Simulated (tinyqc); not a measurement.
Worked calculation: Hueckel theory of the pi electrons with the omega technique, for the molecule [CH2]C([CH2])=CN=O (SMILES; centres numbered as the heavy atoms are written). Computed by tinyqc, a small Python program that keeps every step. Settings: charge = 0, omega = 0.6, damping = 0.7. Command: `OMP_NUM_THREADS=1 python tinyqc.py 28003 28004 out.jsonl` (the two numbers bound the seeds that draw the settings). One thread of a shared host (Intel(R) Xeon(R) Processor @ 2.60GHz), about 0.01 s of CPU time with the checks.

## The Hueckel matrix

Centres:
```
centre  z_r, pi electrons of the neutral centre         h
1C                                            1  0.000000
2C                                            1  0.000000
3C                                            1  0.000000
4C                                            1  0.000000
5N                                            1  0.460000
6O                                            1  1.100000
```

Bonds:
```
i  j         k
1  2         1
2  3         1
2  4         1
4  5         1
5  6  1.060000
```

H_rr = alpha + h_r beta, H_rs = k_rs beta for bonded centres.

Hueckel matrix in units of beta (H = alpha + beta A), order 1C, 2C, 3C, 4C, 5N, 6O:
```
[[0.000000, 1.000000, 0.000000, 0.000000, 0.000000, 0.000000],
 [1.000000, 0.000000, 1.000000, 1.000000, 0.000000, 0.000000],
 [0.000000, 1.000000, 0.000000, 0.000000, 0.000000, 0.000000],
 [0.000000, 1.000000, 0.000000, 0.000000, 1.000000, 0.000000],
 [0.000000, 0.000000, 0.000000, 1.000000, 0.460000, 1.060000],
 [0.000000, 0.000000, 0.000000, 0.000000, 1.060000, 1.100000]]
```

## Orbitals, round 1

pi electrons, sum of z_r less the charge = 6

Diagonalise; E = alpha + x beta with beta < 0, so the largest x are filled first; degenerate levels share their electrons. P = sum n_i c_ri c_si; each orbital has its largest coefficient positive (the first on a tie).

x values: [2.194055, 1.618630, 0.409913, 0.000000, -0.820311, -1.842287]

occupations: [2.000000, 2.000000, 2.000000, 0.000000, 0.000000, 0.000000]

coefficients, order 1C, 2C, 3C, 4C, 5N, 6O:
```
[[0.148351, 0.378957, -0.315420, 0.707107, 0.329897, -0.355052],
 [0.325491, 0.613391, -0.129295, 0.000000, -0.270619, 0.654107],
 [0.148351, 0.378957, -0.315420, -0.707107, 0.329897, -0.355052],
 [0.417442, 0.234940, 0.577840, 0.000000, -0.437803, -0.494949],
 [0.590400, -0.233111, 0.366159, 0.000000, 0.629754, 0.257731],
 [0.572022, -0.476442, -0.562434, 0.000000, -0.347620, -0.092851]]
```

charge and bond-order matrix P, order 1C, 2C, 3C, 4C, 5N, 6O:
```
[[0.530212, 0.643036, 0.530212, -0.062604, -0.232492, 0.163424],
 [0.643036, 0.997820, 0.643036, 0.410543, 0.003678, -0.066676],
 [0.530212, 0.643036, 0.530212, -0.062604, -0.232492, 0.163424],
 [-0.062604, 0.410543, -0.062604, 1.126707, 0.806544, -0.396292],
 [-0.232492, 0.003678, -0.232492, 0.806544, 1.073970, 0.485691],
 [0.163424, -0.066676, 0.163424, -0.396292, 0.485691, 1.741078]]
```

## Omega technique, round 1

h_r = h_r(0) + omega q_r, omega = 0.6, with q_r = z_r - P_rr; 0.7 of the old diagonal is kept.

matrix after round 1, order 1C, 2C, 3C, 4C, 5N, 6O:
```
[[0.084562, 1.000000, 0.000000, 0.000000, 0.000000, 0.000000],
 [1.000000, 0.000392, 1.000000, 1.000000, 0.000000, 0.000000],
 [0.000000, 1.000000, 0.084562, 0.000000, 0.000000, 0.000000],
 [0.000000, 1.000000, 0.000000, -0.022807, 1.000000, 0.000000],
 [0.000000, 0.000000, 0.000000, 1.000000, 0.446685, 1.060000],
 [0.000000, 0.000000, 0.000000, 0.000000, 1.060000, 0.966606]]
```

## Orbitals, round 2

As before.

x values: [2.150050, 1.610063, 0.373523, 0.084562, -0.828509, -1.829689]

occupations: [2.000000, 2.000000, 2.000000, 0.000000, 0.000000, 0.000000]

coefficients, order 1C, 2C, 3C, 4C, 5N, 6O:
```
[[0.179320, 0.383379, -0.313254, 0.707107, 0.327501, -0.339823],
 [0.370383, 0.584846, -0.090518, 0.000000, -0.299032, 0.650506],
 [0.179320, 0.383379, -0.313254, -0.707107, 0.327501, -0.339823],
 [0.437558, 0.174650, 0.592733, 0.000000, -0.407134, -0.510833],
 [0.580367, -0.299665, 0.325437, 0.000000, 0.627061, 0.272509],
 [0.519829, -0.493654, -0.581644, 0.000000, -0.370274, -0.103301]]
```

charge and bond-order matrix P, order 1C, 2C, 3C, 4C, 5N, 6O:
```
[[0.554527, 0.637980, 0.554527, -0.080512, -0.225517, 0.172322],
 [0.637980, 0.974844, 0.637980, 0.421108, 0.020485, -0.087052],
 [0.554527, 0.637980, 0.554527, -0.080512, -0.225517, 0.172322],
 [-0.080512, 0.421108, -0.080512, 1.146582, 0.789009, -0.407041],
 [-0.225517, 0.020485, -0.225517, 0.789009, 1.065068, 0.520669],
 [0.172322, -0.087052, 0.172322, -0.407041, 0.520669, 1.704452]]
```

## Omega technique, round 2

As before.

matrix after round 2, order 1C, 2C, 3C, 4C, 5N, 6O:
```
[[0.139378, 1.000000, 0.000000, 0.000000, 0.000000, 0.000000],
 [1.000000, 0.004803, 1.000000, 1.000000, 0.000000, 0.000000],
 [0.000000, 1.000000, 0.139378, 0.000000, 0.000000, 0.000000],
 [0.000000, 1.000000, 0.000000, -0.042350, 1.000000, 0.000000],
 [0.000000, 0.000000, 0.000000, 1.000000, 0.438968, 1.060000],
 [0.000000, 0.000000, 0.000000, 0.000000, 1.060000, 0.879823]]
```

## Convergence

Each round sets h_r = h_r(0) + omega (z_r - P_rr), keeping the share named as damping of the old diagonal; repeat until output and input diagonals agree to 1e-6.

Rounds:
```
round   sum n x  largest |h(out) - h(in)|
1      8.445196                  4.45e-01
2      8.267273                  2.89e-01
3      8.155658                  1.87e-01
4      8.084844                  1.20e-01
5      8.039540                  7.69e-02
6      8.010375                  4.93e-02
7      7.991511                  3.15e-02
8      7.979264                  2.02e-02
9      7.971289                  1.30e-02
10     7.966083                  8.35e-03
11     7.962677                  5.38e-03
12     7.960444                  3.47e-03
13     7.958977                  2.24e-03
14     7.958013                  1.45e-03
15     7.957377                  9.42e-04
16     7.956958                  6.12e-04
17     7.956680                  3.99e-04
18     7.956497                  2.60e-04
19     7.956376                  1.70e-04
20     7.956295                  1.13e-04
21     7.956242                  7.64e-05
22     7.956206                  5.16e-05
23     7.956183                  3.49e-05
24     7.956167                  2.35e-05
25     7.956156                  1.59e-05
26     7.956149                  1.07e-05
27     7.956145                  7.22e-06
28     7.956142                  4.87e-06
29     7.956140                  3.28e-06
30     7.956138                  2.21e-06
31     7.956137                  1.49e-06
32     7.956137                  1.00e-06
33     7.956136                  6.77e-07
```

Converged in 33 rounds.

## Energy, charges, bond orders

final x values: [2.093167, 1.597963, 0.286938, 0.241979, -0.849134, -1.810913]

occupations: [2.000000, 2.000000, 2.000000, 0.000000, 0.000000, 0.000000]

final P, order 1C, 2C, 3C, 4C, 5N, 6O:
```
[[0.596701, 0.622209, 0.596701, -0.115439, -0.211018, 0.190523],
 [0.622209, 0.947136, 0.622209, 0.450706, 0.048696, -0.131949],
 [0.596701, 0.622209, 0.596701, -0.115439, -0.211018, 0.190523],
 [-0.115439, 0.450706, -0.115439, 1.167201, 0.751842, -0.420701],
 [-0.211018, 0.048696, -0.211018, 0.751842, 1.064664, 0.582344],
 [0.190523, -0.131949, 0.190523, -0.420701, 0.582344, 1.627597]]
```

E = sum n x; q_r = z_r - P_rr; bond order p = P_rs; free valence = sqrt(3) - sum of p over the bonds of the atom.

pi energy = 6 alpha + this times beta = 7.956136

pi charges: [0.403299, 0.052864, 0.403299, -0.167201, -0.064664, -0.627597]

Bond orders and lengths from R = 1.517 - 0.180 p (angstrom, C-C alone):
```
bond         p         R
1-2   0.622209  1.405002
2-3   0.622209  1.405002
2-4   0.450706  1.435873
4-5   0.751842         -
5-6   0.582344         -
```

free valence of the carbons: [1.109842, 0.036927, 1.109842, 0.529503]

gap between the highest filled and the next level = 0.044959 |beta|
